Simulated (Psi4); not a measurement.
Psi4 input (wB97X-D/6-31G*):

```
memory 1500 MB

molecule {
1 1
S     0.10491123   -0.00079548    0.04460729
H    -0.32425306    0.99411402   -0.77358955
H    -0.34497428   -0.99733403   -0.76036906
H    -1.00935239    0.01594770    0.82024201
symmetry c1
no_reorient
no_com
}

set {
  basis 6-31G*
  reference rks
  scf_type pk
  dft_radial_points 99
  dft_spherical_points 590
  e_convergence 1e-8
  d_convergence 1e-7
  maxiter 150
}

e = energy('wb97x-d')
print_out(f'\nFINAL {e:.10f} DIPOLE {variable("CURRENT DIPOLE")[0]:.6f} {variable("CURRENT DIPOLE")[1]:.6f} {variable("CURRENT DIPOLE")[2]:.6f}\n')
```

Output:

```
   => Loading Basis Set <=

    Name: 6-31G*
    Role: ORBITAL
    Keyword: BASIS
    atoms 1   entry S          line   316 file 6-31gs.gbs
    atoms 2-4 entry H          line    44 file 6-31gs.gbs

   => WB97X-D: Empirical Dispersion <=

    Chai and Head-Gordon Dispersion Correction
    Chai, J.-D.; Head-Gordon, M. (2010), J. Chem. Phys., 132: 6615-6620

        s6 =       1.000000

         ---------------------------------------------------------
                                   SCF
               by Justin Turney, Rob Parrish, Andy Simmonett
                          and Daniel G. A. Smith
                              RKS Reference
         ---------------------------------------------------------

  ==> Geometry <==

    Molecular point group: c1
    Full point group: C1

    Geometry (in Angstrom), charge = 1, multiplicity = 1:

       Center              X                  Y                   Z               Mass
    ------------   -----------------  -----------------  -----------------  -----------------
         S            0.104911230000    -0.000795480000     0.044607290000    31.972071174400
         H           -0.324253060000     0.994114020000    -0.773589550000     1.007825032230
         H           -0.344974280000    -0.997334030000    -0.760369060000     1.007825032230
         H           -1.009352390000     0.015947700000     0.820242010000     1.007825032230

  Running in c1 symmetry.

  Rotational constants: A =      4.77279  B =      4.77279  C =      4.21704 [cm^-1]
  Rotational constants: A = 143084.65271  B = 143084.65250  C = 126423.53814 [MHz]
  Nuclear repulsion =   19.504968272423344

  Charge       = 1
  Multiplicity = 1
  Electrons    = 18
  Nalpha       = 9
  Nbeta        = 9

  ==> Algorithm <==

  SCF Algorithm Type is PK.
  DIIS enabled.
  MOM disabled.
  Fractional occupation disabled.
  Guess Type is SAD.
  Energy threshold   = 1.00e-08
  Density threshold  = 1.00e-07
  Integral threshold = 1.00e-12

  ==> Primary Basis <==

  Basis Set: 6-31G*
    Blend: 6-31G*
    Number of shells: 14
    Number of basis functions: 25
    Number of Cartesian functions: 25
    Spherical Harmonics?: false
    Max angular momentum: 2

  ==> DFT Potential <==

   => LibXC <=

    Version 7.1.2
    S. Lehtola, C. Steigemann, M. J. T. Oliveira, and M. A. L. Marques,  SoftwareX 7, 1–5 (2018) (10.1016/j.softx.2017.11.002)

   => Composite Functional: WB97X-D <=

    wB97X-D Hyb-GGA Exchange-Correlation Functional

    J.-D. Chai and M. Head-Gordon,  Phys. Chem. Chem. Phys. 10, 6615–6620 (2008) (10.1039/B810189B)

    Deriv               =              1
    GGA                 =           TRUE
    Meta                =          FALSE

    Exchange Hybrid     =           TRUE
    MP2 Hybrid          =          FALSE

   => Exchange-Correlation Functionals <=

    1.0000   wB97X-D range-separated functional

   => Exact (HF) Exchange <=

    0.7780            HF,LR [omega = 0.2000]
    0.2220               HF

   => LibXC Density Thresholds  <==

    XC_HYB_GGA_XC_WB97X_D:  1.00E-14

   => Molecular Quadrature <=

    Radial Scheme          =       TREUTLER
    Pruning Scheme         =           NONE
    Nuclear Scheme         =       TREUTLER

    Blocking Scheme        =         OCTREE
    BS radius alpha        =              1
    Pruning alpha          =              1
    Radial Points          =             99
    Spherical Points       =            590
    Total Points           =         223223
    Total Blocks           =           1672
    Max Points             =            256
    Max Functions          =             25
    Weights Tolerance      =       1.00E-15

  ==> Integral Setup <==

  Using in-core PK algorithm.
   Calculation information:
      Number of atoms:                   4
      Number of AO shells:              14
      Number of primitives:             39
      Number of atomic orbitals:        25
      Number of basis functions:        25

      Integral cutoff                 1.00e-12
      Number of threads:                 1

  Performing in-core PK
  Using 158925 doubles for integral storage.
  We computed 5565 shell quartets total.
  Whereas there are 5565 unique shell quartets.

  Computing range-separated integrals for PK
  We computed 5565 wK shell quartets total.
  Whereas there are 5565 wK unique shell quartets.

  ==> DiskJK: Disk-Based J/K Matrices <==

    J tasked:                  Yes
    K tasked:                  Yes
    wK tasked:                 Yes
    Omega:               2.000E-01
    Schwarz Cutoff:          1E-12


  Cached 100.0% of DFT collocation blocks in 0.153 [GiB].

  Minimum eigenvalue in the overlap matrix is 1.4267535597E-02.
  Reciprocal condition number of the overlap matrix is 2.9619779759E-03.
    Using symmetric orthogonalization.

  ==> Pre-Iterations <==

  SCF Guess: Superposition of Atomic Densities via on-the-fly atomic UHF (no occupation information).

   -------------------------
    Irrep   Nso     Nmo
   -------------------------
     A         25      25
   -------------------------
    Total      25      25
   -------------------------

  ==> Iterations <==

                        Total Energy        Delta E     RMS |[F,P]|

   @RKS iter SAD:  -399.88000108898615   -3.99880e+02   0.00000e+00
   @RKS iter   1:  -399.61702173652486    2.62979e-01   6.69216e-03 ADIIS/DIIS
   @RKS iter   2:  -399.63973722639776   -2.27155e-02   1.96439e-03 ADIIS/DIIS
   @RKS iter   3:  -399.64110036884381   -1.36314e-03   3.93466e-04 ADIIS/DIIS
   @RKS iter   4:  -399.64117968315401   -7.93143e-05   1.17566e-04 ADIIS/DIIS
   @RKS iter   5:  -399.64118424468171   -4.56153e-06   1.64567e-05 DIIS
   @RKS iter   6:  -399.64118442502684   -1.80345e-07   8.28426e-07 DIIS
   @RKS iter   7:  -399.64118442545742   -4.30589e-10   1.35649e-07 DIIS
   @RKS iter   8:  -399.64118442547141   -1.39835e-11   2.07482e-08 DIIS
  Energy and wave function converged.

  ==> Post-Iterations <==

   Electrons on quadrature grid:
      Ntotal   =   17.9999998695 ; deviation = -1.305e-07

    Orbital Energies [Eh]
    ---------------------

    Doubly Occupied:

       1A    -89.395809     2A     -8.421654     3A     -6.368234
       4A     -6.368234     5A     -6.363355     6A     -1.199576
       7A     -0.844584     8A     -0.844581     9A     -0.738437

    Virtual:

      10A     -0.184092    11A     -0.184090    12A     -0.119461
      13A      0.141611    14A      0.141612    15A      0.174829
      16A      0.317288    17A      0.485133    18A      0.485149
      19A      0.501812    20A      0.501817    21A      0.524284
      22A      0.645005    23A      0.974172    24A      0.974174
      25A      3.632630

    Final Occupation by Irrep:
              A
    DOCC [     9 ]
    NA   [     9 ]
    NB   [     9 ]

  @RKS Final Energy:  -399.64118442547141

   => Energetics <=

    Nuclear Repulsion Energy =             19.5049682724233442
    One-Electron Energy =                -583.9964370945533574
    Two-Electron Energy =                 184.0792264553326163
    DFT Exchange-Correlation Energy =     -19.2285874980934857
    Empirical Dispersion Energy =          -0.0003545605804792
    VV10 Nonlocal Energy =                  0.0000000000000000
    Total Energy =                       -399.6411844254714083

Computation Completed

Properties will be evaluated at   0.000000,   0.000000,   0.000000 [a0]

Properties computed using the SCF density matrix

 Multipole Moments:

 ------------------------------------------------------------------------------------
     Multipole            Electronic (a.u.)      Nuclear  (a.u.)        Total (a.u.)
 ------------------------------------------------------------------------------------

 L = 1.  Multiply by 2.5417464519 to convert [e a0] to [Debye]
 Dipole X            :         -0.6864660           -0.0000001           -0.6864661
 Dipole Y            :          0.0052039            0.0000000            0.0052039
 Dipole Z            :         -0.2918645            0.0000001           -0.2918645
 Magnitude           :                                                    0.7459542

 ------------------------------------------------------------------------------------

FINAL -399.6411844255 DIPOLE -0.686466 0.005204 -0.291864

*** Psi4 exiting successfully. Buy a developer a beer!
```

The dipole moment of an ion depends on the origin.
